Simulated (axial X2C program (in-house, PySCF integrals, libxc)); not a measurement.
## Potential curves of ClF⁻, with spin–orbit coupling

Computed with an in-house all-electron X2C program for linear molecules (integrals from PySCF). Two-component (2c) means X2C with spin–orbit coupling and atomic mean-field two-electron Coulomb and Gaunt terms. Basis: Cl dyall-av3z [9s8p3d2f], F dyall-av3z [7s6p3d2f] (cores contracted in-house); Gaussian nuclei, density fitting, unrestricted open shells. Masses: Cl 34.969 u, F 18.998 u.

State: Ω = 1/2 (⟨Sz⟩ = 0.50, ⟨Lz⟩ = 0.00 at PBE0). Energies in eV from the fragments at the same level (Cl- + F). Fits are polynomials in 1 − R0/R over 0.85 to 1.23 times the lowest point R0.

```json
{"R (Å)": "1.9410", "PBE0": "-1.2416"}
{"R (Å)": "2.0302", "PBE0": "-1.4066"}
{"R (Å)": "2.0971", "PBE0": "-1.4766"}
{"R (Å)": "2.1641", "PBE0": "-1.5120"}
{"R (Å)": "2.2310", "PBE0": "-1.5214"}
{"R (Å)": "2.3091", "PBE0": "-1.5086"}
{"R (Å)": "2.3872", "PBE0": "-1.4783"}
{"R (Å)": "2.4876", "PBE0": "-1.4240"}
{"R (Å)": "2.6103", "PBE0": "-1.3467"}
{"R (Å)": "2.7887", "PBE0": "-1.2334"}
```

The state is a single determinant with fixed occupations, the lowest that a limited PBE0 search found. De is counted from the lowest determinant-based energies of the atoms at the same level, without counterpoise correction. Density functionals use the spin component along the axis (collinear). In 2c an atomic determinant is not the ground J level, so De misses part of the atomic spin–orbit lowering. This holds for PBE0. The functionals have no current-density term, which raises determinants with orbital currents, atoms included.

(1) What are Re, ωe and De at the PBE0 level?

Answers

(1) At PBE0, 2c: Re = 2.227 Å, ωe ≈ 309 cm⁻¹, De = 1.52 eV to Cl- + F; Be follows as 0.276 cm⁻¹.
